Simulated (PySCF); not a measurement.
Species: C2H2O.
SMILES: `C=C=O`

The calculation used PBE0-D3(BJ)/def2-SVP geometry optimisation, gas phase in PySCF 2.14.0.

Masses are those of the commonest isotopes; rigid-rotor values at the optimised geometry. 

**Question.** What are A, B and C (MHz)?

**Answer.** Ia = 1.81, Ib = 49.17, Ic = 50.99 u·Å²; 505379 MHz·u·Å²/I gives A = 278673, B = 10277, C = 9912 MHz.

**Question.** Classify the top.

**Answer.** A near-prolate asymmetric top; Ray's κ = -0.997.

**Question.** Is it planar, by Δ = Ic − Ia − Ib?

**Answer.** Planar: Δ = Ic − Ia − Ib = 0.00 u·Å². For a rigid frame Δ = −2 Σ m c², so it vanishes when all atoms lie in the ab plane; here none is more than 0.01 Å from it.

**Question.** Give the coordinates in the principal-axis frame, origin at the centre of mass.

**Answer.** The sense of each axis is arbitrary; atoms in the order of the calculation.
```json
{"atom": "C1", "mass (u)": "12.000", "a (Å)": "-1.292", "b (Å)": "0.000", "c (Å)": "-0.001"}
{"atom": "C2", "mass (u)": "12.000", "a (Å)": "0.023", "b (Å)": "0.000", "c (Å)": "0.001"}
{"atom": "O3", "mass (u)": "15.995", "a (Å)": "1.183", "b (Å)": "0.000", "c (Å)": "0.000"}
{"atom": "H4", "mass (u)": "1.008", "a (Å)": "-1.831", "b (Å)": "-0.947", "c (Å)": "0.001"}
{"atom": "H5", "mass (u)": "1.008", "a (Å)": "-1.828", "b (Å)": "0.950", "c (Å)": "0.001"}
```

**Question.** Which lines would a microwave search look for?

**Answer.** The dipole components are |μa| = 1.37 D, |μb| = 0.00 D, |μc| = 0.00 D; the symmetry axis of this C2v structure is a, so μb and μc vanish by symmetry and there are no b-type or c-type lines. Some lines, for components of 0.1 D or more:

| type | branch | J(Ka,Kc) | MHz | lower level (cm⁻¹) |
| --- | --- | --- | --- | --- |
| a | Q | 1(1,0) ← 1(1,1) | 366 | 9.626 |
| a | Q | 2(1,1) ← 2(1,2) | 1097 | 10.961 |
| a | R | 1(0,1) ← 0(0,0) | 20189 | 0.000 |
| a | R | 2(1,2) ← 1(1,1) | 40012 | 9.626 |
| a | R | 2(0,2) ← 1(0,1) | 40378 | 0.673 |
| a | R | 2(1,1) ← 1(1,0) | 40743 | 9.638 |

Stationary, but not proved a minimum. No vibrational averaging or centrifugal distortion is included, and the geometry carries the error of its method.
